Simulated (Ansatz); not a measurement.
# AlH₃O (SMILES [OH][AlH2]): single points off equilibrium

The atoms stand at a structure displaced at random from a GFN2-xTB minimum. How far do the functionals agree with CCSD(T) there?

Computed with Ansatz 0.2.0, Gaussian basis. Level: single points in def2-TZVPP.

Correlated methods freeze the cores. B3LYP uses VWN-RPA correlation.

## 1. Starting geometry

5 atoms, charge 0, spin multiplicity 1.

Atoms are counted from 1 here; the program's logs count them from 0.

Bond lengths: O1–Al2 1.708 Å, O1–H3 0.939 Å, Al2–H4 1.536 Å, Al2–H5 1.475 Å. Angles: Al2–O1–H3 176.0°, O1–Al2–H4 111.8°, O1–Al2–H5 120.2°, H4–Al2–H5 127.7°.

Geometry (Å):

```
O     0.4487   -0.8965    0.4796
Al   -0.3050    0.4547   -0.2438
H     0.8620   -1.6062    0.9345
H    -1.1968    0.0456   -1.4251
H     0.0394    1.8195    0.1973
```

## 2. CCSD(T)/def2-TZVPP

The input, run/in.yaml:

```yaml
crystal:
  periodic: [false, false, false]
  atoms:
    - {symbol: O, position_ang: [0.448700, -0.896500, 0.479600]}
    - {symbol: Al, position_ang: [-0.305000, 0.454700, -0.243800]}
    - {symbol: H, position_ang: [0.862000, -1.606200, 0.934500]}
    - {symbol: H, position_ang: [-1.196800, 0.045600, -1.425100]}
    - {symbol: H, position_ang: [0.039400, 1.819500, 0.197300]}
basis:
  gaussian: {orbitals: def2-TZVPP}
correlation: {method: ccsd_t}
output: {forces: true}
```

No record of the launch command was kept for these runs.

## 3. PBE0-D4/def2-TZVPP

Edit run/in.yaml of step 2 so:

```diff
@@ -10,3 +10,3 @@
   gaussian: {orbitals: def2-TZVPP}
-correlation: {method: ccsd_t}
-output: {forces: true}
+hamiltonian: {xc: pbe0, dispersion: d4}
+output: {forces: true, orbitals: {seedname: orbitals}}
```

## 4. wB97M-V/def2-TZVPP

Edit run/in.yaml of step 3 so:

```diff
@@ -10,3 +10,3 @@
   gaussian: {orbitals: def2-TZVPP}
-hamiltonian: {xc: pbe0, dispersion: d4}
-output: {forces: true, orbitals: {seedname: orbitals}}
+hamiltonian: {xc: {name: wB97M-V}}
+output: {forces: true}
```

## 5. r2SCAN-D4/def2-TZVPP

Edit run/in.yaml of step 4 so:

```diff
@@ -10,3 +10,3 @@
   gaussian: {orbitals: def2-TZVPP}
-hamiltonian: {xc: {name: wB97M-V}}
+hamiltonian: {xc: r2scan, dispersion: d4}
 output: {forces: true}
```

## 6. PBE-D4/def2-TZVPP

Edit run/in.yaml of step 5 so:

```diff
@@ -10,3 +10,3 @@
   gaussian: {orbitals: def2-TZVPP}
-hamiltonian: {xc: r2scan, dispersion: d4}
+hamiltonian: {xc: pbe, dispersion: d4}
 output: {forces: true}
```

## 7. B3LYP-D4/def2-TZVPP

Edit run/in.yaml of step 6 so:

```diff
@@ -10,3 +10,3 @@
   gaussian: {orbitals: def2-TZVPP}
-hamiltonian: {xc: pbe, dispersion: d4}
+hamiltonian: {xc: {name: B3LYP}, dispersion: d4}
 output: {forces: true}
```

## 8. LC-wPBE/def2-TZVPP

Edit run/in.yaml of step 7 so:

```diff
@@ -10,3 +10,3 @@
   gaussian: {orbitals: def2-TZVPP}
-hamiltonian: {xc: {name: B3LYP}, dispersion: d4}
+hamiltonian: {xc: {name: LC-wPBE}}
 output: {forces: true}
```

(Steps that only read results are left out.)

Before running it: what results should come out? Wanted: energy less free atoms, CCSD(T)/def2-TZVPP; RMS force component; RMS force error; HOMO and LUMO, PBE0-D4; T1 diagnostic.

**Answer**, as computed:

```
                                  quantity                                                                                            value
energy less free atoms, CCSD(T)/def2-TZVPP                                                                                   -1466.3 kJ/mol
                       RMS force component                                                             0.893 to 0.972 eV/Å over the methods
                           RMS force error  PBE0-D4 0.044, wB97M-V 0.059, r2SCAN-D4 0.049, PBE-D4 0.172, B3LYP-D4 0.049, LC-wPBE 0.035 eV/Å
                    HOMO and LUMO, PBE0-D4                                                                               -8.06 and -0.89 eV
                             T1 diagnostic                                                                                            0.012
```

In words: Against CCSD(T) the functionals' energies less atoms differ by -38.9 to +8.4 kJ/mol, PBE-D4 by -15.7 kJ/mol. CCSD(T) in triple zeta still lacks some correlation energy of the bonds, so part of these gaps is its own basis error and they don't rank the functionals. On forces the order runs from LC-wPBE to PBE-D4.
